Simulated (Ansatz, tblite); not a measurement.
# MnF3: rung by rung, part 2 of 3

How do method and basis change the picture of MnF3 (quintet)?

Ansatz 0.2.0, Gaussian basis; as each input shows. The steps go on from the part before.

## Step 14: PBE-QIDH/def2-TZVP

in.yaml

```yaml
crystal:
  periodic: [false, false, false]
  atoms:
    - {symbol: Mn, position_ang: [-0.194780, 0.003047, -0.000946]}
    - {symbol: F, position_ang: [1.526731, -0.024159, 0.007301]}
    - {symbol: F, position_ang: [-0.639085, 1.692443, -0.014335]}
    - {symbol: F, position_ang: [-0.692866, -1.671331, 0.007971]}
basis:
  gaussian: {orbitals: def2-TZVP, initial_orbitals: start.molden}
magnetization: {spin_polarized: true, initial_magnetization: 4}
hamiltonian: {xc: {name: PBE-QIDH}}
scf: {omitted_lower_state_checks: [starts]}
```

Command:

```bash
> ansatz run in.yaml --threads 2 --pin off --events-out ev --progress --plain --max-ram 4352MiB
```

Output, cut to the lines that bear on the results:

```text
Functional definition: PBE-QIDH
  name "PBE-QIDH"
  cite "Brémond, Sancho-García, Pérez-Jiménez & Adamo, J. Chem. Phys. 141, 031101 (2014) doi:10.1063/1.4890314"
  cite "Perdew, Burke & Ernzerhof, Phys. Rev. Lett. 77, 3865 (1996) doi:10.1103/PhysRevLett.77.3865"
[...]
1043 factors; integrals over basis functions are off by at most 7.3e-4 eV
[...]
mean field -39446.64992604 eV, -1449.6376468823 hartree, gradient 3.0e-6 eV, S^2 6.034856; 0 other end points of the search recorded, 0 dependent functions left out
8 core orbitals not correlated: weight in the atoms' cores, before any rotation towards them, 1.000 or more for the frozen orbitals, at most 0.000 for the correlated occupied ones
reference -39446.64993933 eV, -1449.6376473706 hartree; 20, 16 occupied and 110, 114 virtual orbitals, 1043 factors
second order -35.61916609 eV of doubles, -0.00000000 eV of singles
Total energy: -39458.52299469 eV, -1450.0739741073 hartree
Checks for a lower state left out: starts
```

It took 3.3 s on 2 threads of Intel Xeon 6975P-C, shared host.

Report: ⟨S²⟩ 6.035 (pure: 6.00).

## Step 15: B97M-V/def2-TZVP

in.yaml: that of step 14 with these lines changed.

```diff
@@ -10,3 +10,4 @@
 magnetization: {spin_polarized: true, initial_magnetization: 4}
-hamiltonian: {xc: {name: PBE-QIDH}}
+hamiltonian: {xc: {name: B97M-V}}
 scf: {omitted_lower_state_checks: [starts]}
+output: {orbitals: {seedname: orbitals}}
```

Launched as before.

Output, cut to the lines that bear on the results:

```text
Functional definition: B97M-V
  name "B97M-V"
  cite "Mardirossian & Head-Gordon, J. Chem. Phys. 142, 074111 (2015) doi:10.1063/1.4907719"
  cite "Becke, J. Chem. Phys. 107, 8554 (1997) doi:10.1063/1.475007"
  cite "Vydrov & Van Voorhis, J. Chem. Phys. 133, 244103 (2010) doi:10.1063/1.3521275"
  # Of w^i u^j: cxij and so on, Table III.
[...]
  gx(w, u) = cx00 + cx01*u + cx02*u^2 + (cx10 + cx11*u)*w
[...]
      + integral(e_c_pw_mod_opposite_spin*gos(b97_w_opposite, b97_u_opposite)) + vv10(b, c)
[...]
910 factors; their error is unknown
[...]
mean field -39467.68175735 eV, -1450.4105524272 hartree, gradient 1.3e-5 eV, S^2 6.042345; 0 other end points of the search recorded, 0 dependent functions left out
reference -39467.68181487 eV, -1450.4105545408 hartree; 28, 24 occupied and 110, 114 virtual orbitals, 910 factors
Total energy: -39467.68181487 eV, -1450.4105545408 hartree
Checks for a lower state left out: starts
```

Run time: 4.6 s. Hardware: 2 threads of Intel Xeon 6975P-C, shared host.

Report: HOMO -8.17 eV, LUMO -5.97 eV (over both spins); ⟨S²⟩ 6.042 (pure: 6.00).

## Step 16: revPBE-D4/def2-TZVP

in.yaml: that of step 15 with these lines changed.

```diff
@@ -10,3 +10,3 @@
 magnetization: {spin_polarized: true, initial_magnetization: 4}
-hamiltonian: {xc: {name: B97M-V}}
+hamiltonian: {xc: {name: revPBE}, dispersion: d4}
 scf: {omitted_lower_state_checks: [starts]}
```

Launched as before.

Output, cut to the lines that bear on the results:

```text
Functional definition: revPBE
  name "revPBE"
  cite "Zhang & Yang, Phys. Rev. Lett. 80, 890 (1998) doi:10.1103/PhysRevLett.80.890"
  cite "Perdew, Burke & Ernzerhof, Phys. Rev. Lett. 77, 3865 (1996) doi:10.1103/PhysRevLett.77.3865"
[...]
910 factors; their error is unknown
[...]
mean field -39472.54380636 eV, -1450.5892294326 hartree, gradient 1.1e-5 eV, S^2 6.025562; 0 other end points of the search recorded, 0 dependent functions left out
reference -39472.54385717 eV, -1450.5892313000 hartree; 28, 24 occupied and 110, 114 virtual orbitals, 910 factors
Total energy: -39472.69954561 eV, -1450.5949527443 hartree
Checks for a lower state left out: starts
```

It took 1.6 s on 2 threads of Intel Xeon 6975P-C, shared host.

From the report: HOMO -6.94 eV, LUMO -5.58 eV (over both spins); ⟨S²⟩ 6.026 (pure: 6.00).

## Step 17: HSE06-D4/def2-TZVP

in.yaml: that of step 16 with these lines changed.

```diff
@@ -10,3 +10,3 @@
 magnetization: {spin_polarized: true, initial_magnetization: 4}
-hamiltonian: {xc: {name: revPBE}, dispersion: d4}
+hamiltonian: {xc: hse06, dispersion: d4}
 scf: {omitted_lower_state_checks: [starts]}
```

Same command.

Output, cut to the lines that bear on the results:

```text
Functional definition: HSE06
  name "HSE06"
  cite "Heyd, Scuseria & Ernzerhof, J. Chem. Phys. 118, 8207 (2003) doi:10.1063/1.1564060"
  cite "Krukau, Vydrov, Izmaylov & Scuseria, J. Chem. Phys. 125, 224106 (2006) doi:10.1063/1.2404663"
  cite "Heyd & Scuseria, J. Chem. Phys. 120, 7274 (2004) doi:10.1063/1.1668634"
  cite "Ernzerhof & Perdew, J. Chem. Phys. 109, 3313 (1998) doi:10.1063/1.476928"
[...]
978 factors; their error is unknown
60 factors; integrals over basis functions are off by at most 9.7e-7 eV
[...]
mean field -39463.47468886 eV, -1450.2559455118 hartree, gradient 1.6e-5 eV, S^2 6.034864; 0 other end points of the search recorded, 0 dependent functions left out
reference -39463.47473036 eV, -1450.2559470367 hartree; 28, 24 occupied and 110, 114 virtual orbitals, 978 factors
Total energy: -39463.51601594 eV, -1450.2574642538 hartree
Checks for a lower state left out: starts
```

Wall time 2.5 s (2 threads of Intel Xeon 6975P-C, shared host).

HOMO -9.49 eV, LUMO -5.35 eV (over both spins); ⟨S²⟩ 6.035 (pure: 6.00).

## Step 18: B2PLYP/def2-TZVP

in.yaml: that of step 17 with these lines changed.

```diff
@@ -10,4 +10,3 @@
 magnetization: {spin_polarized: true, initial_magnetization: 4}
-hamiltonian: {xc: hse06, dispersion: d4}
+hamiltonian: {xc: {name: B2PLYP}}
 scf: {omitted_lower_state_checks: [starts]}
-output: {orbitals: {seedname: orbitals}}
```

The command is unchanged.

Output, cut to the lines that bear on the results:

```text
Functional definition: B2PLYP
  name "B2PLYP"
  cite "Grimme, J. Chem. Phys. 124, 034108 (2006) doi:10.1063/1.2148954"
  cite "Becke, Phys. Rev. A 38, 3098 (1988) doi:10.1103/PhysRevA.38.3098"
  cite "Lee, Yang & Parr, Phys. Rev. B 37, 785 (1988) doi:10.1103/PhysRevB.37.785"
[...]
1043 factors; integrals over basis functions are off by at most 7.3e-4 eV
[...]
mean field -39457.50853717 eV, -1450.0366934812 hartree, gradient 2.4e-6 eV, S^2 6.034147; 0 other end points of the search recorded, 0 dependent functions left out
8 core orbitals not correlated: weight in the atoms' cores, before any rotation towards them, 1.000 or more for the frozen orbitals, at most 0.000 for the correlated occupied ones
reference -39457.50867018 eV, -1450.0366983692 hartree; 20, 16 occupied and 110, 114 virtual orbitals, 1043 factors
second order -38.86873416 eV of doubles, -0.00000000 eV of singles
Total energy: -39468.00322840 eV, -1450.4223662704 hartree
Checks for a lower state left out: starts
```

Wall time 3.6 s (2 threads of Intel Xeon 6975P-C, shared host).

From the report: ⟨S²⟩ 6.034 (pure: 6.00).

## Step 19: BLYP-D4/def2-TZVP

in.yaml: that of step 18 with these lines changed.

```diff
@@ -10,3 +10,4 @@
 magnetization: {spin_polarized: true, initial_magnetization: 4}
-hamiltonian: {xc: {name: B2PLYP}}
+hamiltonian: {xc: {name: BLYP}, dispersion: d4}
 scf: {omitted_lower_state_checks: [starts]}
+output: {orbitals: {seedname: orbitals}}
```

The command is unchanged.

Output, cut to the lines that bear on the results:

```text
Functional definition: BLYP
  name "BLYP"
  cite "Becke, Phys. Rev. A 38, 3098 (1988) doi:10.1103/PhysRevA.38.3098"
  cite "Lee, Yang & Parr, Phys. Rev. B 37, 785 (1988) doi:10.1103/PhysRevB.37.785"
[...]
910 factors; their error is unknown
[...]
mean field -39479.21002905 eV, -1450.8342085978 hartree, gradient 2.3e-5 eV, S^2 6.020732; 0 other end points of the search recorded, 0 dependent functions left out
reference -39479.21031045 eV, -1450.8342189392 hartree; 28, 24 occupied and 110, 114 virtual orbitals, 910 factors
Total energy: -39479.32805099 eV, -1450.8385458240 hartree
Checks for a lower state left out: starts
```

Wall time 1.6 s (2 threads of Intel Xeon 6975P-C, shared host).

HOMO -6.97 eV, LUMO -5.58 eV (over both spins); ⟨S²⟩ 6.021 (pure: 6.00).

## Step 20: ωB97X-V/def2-TZVP

in.yaml: that of step 19 with these lines changed.

```diff
@@ -10,3 +10,3 @@
 magnetization: {spin_polarized: true, initial_magnetization: 4}
-hamiltonian: {xc: {name: BLYP}, dispersion: d4}
+hamiltonian: {xc: {name: wB97X-V}}
 scf: {omitted_lower_state_checks: [starts]}
```

Launched as before.

Output, cut to the lines that bear on the results:

```text
Functional definition: wB97X-V
  name "wB97X-V"
  cite "Mardirossian & Head-Gordon, Phys. Chem. Chem. Phys. 16, 9904 (2014) doi:10.1039/C3CP54374A"
  cite "Becke, J. Chem. Phys. 107, 8554 (1997) doi:10.1063/1.475007"
  cite "Vydrov & Van Voorhis, J. Chem. Phys. 133, 244103 (2010) doi:10.1063/1.3521275"
[...]
      + integral(e_c_pw_opposite_spin*poly(b97_u_opposite, cos0, cos1)) + vv10(b, c)
[...]
940 factors; their error is unknown
157 factors; integrals over basis functions are off by at most 4.3e-5 eV
[...]
mean field -39470.76212538 eV, -1450.5237538642 hartree, gradient 3.0e-5 eV, S^2 6.023958; 0 other end points of the search recorded, 0 dependent functions left out
reference -39470.76212341 eV, -1450.5237537918 hartree; 28, 24 occupied and 110, 114 virtual orbitals, 940 factors
Total energy: -39470.76212341 eV, -1450.5237537918 hartree
Checks for a lower state left out: starts
```

Wall time 15 s (2 threads of Intel Xeon 6975P-C, shared host); peak memory 0.66 GiB.

HOMO -12.44 eV, LUMO -2.54 eV (over both spins); ⟨S²⟩ 6.024 (pure: 6.00).

## Step 21: HF/def2-TZVP

in.yaml: that of step 20 with these lines changed.

```diff
@@ -10,3 +10,3 @@
 magnetization: {spin_polarized: true, initial_magnetization: 4}
-hamiltonian: {xc: {name: wB97X-V}}
+hamiltonian: {xc: hf}
 scf: {omitted_lower_state_checks: [starts]}
```

Launched as before.

Output, cut to the lines that bear on the results:

```text
Functional definition: HF
  name "HF"
  cite "Fock, Z. Phys. 61, 126 (1930) doi:10.1007/BF01340294"
  parent pbe
[...]
1224 factors; their error is unknown
[...]
mean field -39411.42856470 eV, -1448.3432857270 hartree, gradient 1.5e-5 eV, S^2 6.025702; 0 other end points of the search recorded, 0 dependent functions left out
reference -39411.42856470 eV, -1448.3432857270 hartree; 28, 24 occupied and 110, 114 virtual orbitals, 1224 factors
Total energy: -39411.42856470 eV, -1448.3432857270 hartree
Checks for a lower state left out: starts
```

Wall time 4.2 s (2 threads of Intel Xeon 6975P-C, shared host).

HOMO -16.35 eV, LUMO -0.44 eV (over both spins); ⟨S²⟩ 6.026 (pure: 6.00).

## Step 22: PBE-D4/def2-SVP

in.yaml: that of step 21 with these lines changed.

```diff
@@ -8,5 +8,5 @@
 basis:
-  gaussian: {orbitals: def2-TZVP, initial_orbitals: start.molden}
+  gaussian: {orbitals: def2-SVP, initial_orbitals: start.molden}
 magnetization: {spin_polarized: true, initial_magnetization: 4}
-hamiltonian: {xc: hf}
+hamiltonian: {xc: pbe, dispersion: d4}
 scf: {omitted_lower_state_checks: [starts]}
```

Launched as before.

Output, cut to the lines that bear on the results:

```text
Functional definition: PBE
  name "PBE"
  cite "Perdew, Burke & Ernzerhof, Phys. Rev. Lett. 77, 3865 (1996) doi:10.1103/PhysRevLett.77.3865"
  parent pbe
[...]
871 factors; their error is unknown
[...]
mean field -39449.26699043 eV, -1449.7338222247 hartree, gradient 2.5e-5 eV, S^2 6.025134; 0 other end points of the search recorded, 0 dependent functions left out
reference -39449.26706794 eV, -1449.7338250732 hartree; 28, 24 occupied and 45, 49 virtual orbitals, 871 factors
Total energy: -39449.32011982 eV, -1449.7357746940 hartree
Checks for a lower state left out: starts
```

Run time: 1.1 s. Hardware: 2 threads of Intel Xeon 6975P-C, shared host.

From the report: HOMO -6.52 eV, LUMO -5.23 eV (over both spins); ⟨S²⟩ 6.025 (pure: 6.00).

## Step 23: PBE0-D4/def2-SVP

in.yaml: that of step 22 with these lines changed.

```diff
@@ -10,3 +10,3 @@
 magnetization: {spin_polarized: true, initial_magnetization: 4}
-hamiltonian: {xc: pbe, dispersion: d4}
+hamiltonian: {xc: pbe0, dispersion: d4}
 scf: {omitted_lower_state_checks: [starts]}
```

Launched as before.

Output, cut to the lines that bear on the results:

```text
Functional definition: PBE0
  name "PBE0"
  cite "Adamo & Barone, J. Chem. Phys. 110, 6158 (1999) doi:10.1063/1.478522"
  cite "Perdew, Burke & Ernzerhof, Phys. Rev. Lett. 77, 3865 (1996) doi:10.1103/PhysRevLett.77.3865"
  parent pbe
[...]
736 factors; integrals over basis functions are off by at most 4.4e-4 eV
[...]
mean field -39449.20113521 eV, -1449.7314020902 hartree, gradient 1.3e-5 eV, S^2 6.038071; 0 other end points of the search recorded, 0 dependent functions left out
reference -39449.20119474 eV, -1449.7314042779 hartree; 28, 24 occupied and 45, 49 virtual orbitals, 736 factors
Total energy: -39449.24546695 eV, -1449.7330312513 hartree
Checks for a lower state left out: starts
```

It took 1.4 s on 2 threads of Intel Xeon 6975P-C, shared host.

From the report: HOMO -9.56 eV, LUMO -4.76 eV (over both spins); ⟨S²⟩ 6.038 (pure: 6.00).

## Step 24: PBE0-D4/def2-QZVPP

in.yaml: that of step 23 with these lines changed.

```diff
@@ -8,3 +8,3 @@
 basis:
-  gaussian: {orbitals: def2-SVP, initial_orbitals: start.molden}
+  gaussian: {orbitals: "def2-QZVPP.json", initial_orbitals: start.molden}
 magnetization: {spin_polarized: true, initial_magnetization: 4}
```

Launched as before.

Output, cut to the lines that bear on the results:

```text
Functional definition: PBE0
  name "PBE0"
  cite "Adamo & Barone, J. Chem. Phys. 110, 6158 (1999) doi:10.1063/1.478522"
  cite "Perdew, Burke & Ernzerhof, Phys. Rev. Lett. 77, 3865 (1996) doi:10.1103/PhysRevLett.77.3865"
  parent pbe
[...]
1169 factors; their error is unknown
[...]
mean field -39465.33369098 eV, -1450.3242625795 hartree, gradient 1.8e-5 eV, S^2 6.032189; 0 other end points of the search recorded, 0 dependent functions left out
reference -39465.33372381 eV, -1450.3242637862 hartree; 28, 24 occupied and 243, 247 virtual orbitals, 1169 factors
Total energy: -39465.37799602 eV, -1450.3258907596 hartree
Checks for a lower state left out: starts
```

Run time: 9 s. Hardware: 2 threads of Intel Xeon 6975P-C, shared host; peak memory 0.84 GiB.

HOMO -9.87 eV, LUMO -4.85 eV (over both spins); ⟨S²⟩ 6.032 (pure: 6.00).

## Step 25: HF/STO-3G

in.yaml: that of step 24 with these lines changed.

```diff
@@ -8,5 +8,5 @@
 basis:
-  gaussian: {orbitals: "def2-QZVPP.json", initial_orbitals: start.molden}
+  gaussian: {orbitals: STO-3G, initial_orbitals: start.molden}
 magnetization: {spin_polarized: true, initial_magnetization: 4}
-hamiltonian: {xc: pbe0, dispersion: d4}
+hamiltonian: {xc: hf}
 scf: {omitted_lower_state_checks: [starts]}
```

Launched as before.

Output, cut to the lines that bear on the results:

```text
Functional definition: HF
  name "HF"
  cite "Fock, Z. Phys. 61, 126 (1930) doi:10.1007/BF01340294"
  parent pbe
[...]
463 factors; integrals over basis functions are off by at most 4.7e-4 eV
[...]
mean field -38962.31222652 eV, -1431.8385647209 hartree, gradient 4.3e-5 eV, S^2 6.064666; 0 other end points of the search recorded, 0 dependent functions left out
reference -38962.31222652 eV, -1431.8385647209 hartree; 28, 24 occupied and 5, 9 virtual orbitals, 463 factors
Total energy: -38962.31222652 eV, -1431.8385647209 hartree
Checks for a lower state left out: starts
```

Wall time 0.2 s (2 threads of Intel Xeon 6975P-C, shared host).

Report: HOMO -9.08 eV, LUMO 5.11 eV (over both spins); ⟨S²⟩ 6.065 (pure: 6.00).

(Continued in part 3 of 3.)
